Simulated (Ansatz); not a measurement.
C₃H₆OS, SMILES `SC1COC1`, relaxed with RKS PBE-D4/def2-SVP in Ansatz 0.2.0 from a rough embedded geometry. The force threshold is 0.03 eV/Å; the program also tests the step.

Charge 0, multiplicity 1.

Start:

```xyz
11

S     1.090   -1.473    0.794
C    -0.113   -0.217    0.530
C     0.536    1.130    0.245
O    -0.352    1.308   -0.979
C    -0.593   -0.132   -0.940
H     0.276   -2.596    0.755
H    -0.953   -0.180    1.266
H     1.536    1.187    0.015
H     0.254    1.940    1.021
H    -1.665   -0.298   -1.047
H    -0.016   -0.668   -1.660
```

By how much does the energy fall, and how many steps does the optimiser take? (Best estimate.)

Ansatz gave: 50.75 kJ/mol, in 5 steps.

Which bonds change most? (Estimate.)

Computed: C3–H8 from 1.027 to 1.117 Å; C3–O4 from 1.522 to 1.439 Å; S1–C2 from 1.758 to 1.823 Å; C5–H11 from 1.068 to 1.115 Å.

Give the relaxed structure. (Estimate.)

The calculation gave: 
```xyz
11

S     1.167   -1.535    0.788
C    -0.092   -0.259    0.455
C     0.472    1.163    0.246
O    -0.291    1.331   -0.962
C    -0.647   -0.066   -0.974
H     0.299   -2.566    0.989
H    -0.882   -0.295    1.229
H     1.575    1.183    0.065
H     0.225    1.918    1.023
H    -1.739   -0.226   -1.116
H    -0.087   -0.648   -1.743
```
